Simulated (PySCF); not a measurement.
Working out the electron affinity of P

P⁻ [Ne] 3s2 3p4 (3P) → P [Ne] 3s2 3p3 (4S). Computed with PySCF 2.14 in dyall-av2z (13s9p2d, 50 functions), with the non-relativistic Hamiltonian (point nucleus). Frozen: [Ne]; the 16 highest virtual orbitals dropped. Energies in hartree (1 hartree = 27.21139 eV):

| part | P⁻ (lower) | P (upper) |
| --- | --- | --- |
| UHF | -340.696357 | -340.709286 |
| CCSD correlation | -0.111739 | -0.086927 |
| (T) | -0.003572 | -0.001648 |

Q: What does Hartree-Fock give?

A: (-340.709286) − (-340.696357) = -0.012929 hartree = -0.352 eV.

Q: What do CCSD and CCSD(T) give?

A: The CCSD correlation energies differ by 0.024812 hartree = 0.675 eV and the triples by 0.001924 hartree = 0.052 eV, so CCSD gives 0.323 eV and CCSD(T) 0.375 eV.

A first-order spin-orbit estimate adds 0.012 eV to CCSD(T) (valence), giving 0.387 eV against 0.747 eV (measured; photodetachment measurements, as compiled on the Wikipedia data page of electron affinities).

A double-zeta basis recovers only part of the correlation energy.

What remains against the reference includes basis incompleteness, the frozen core and higher excitations.
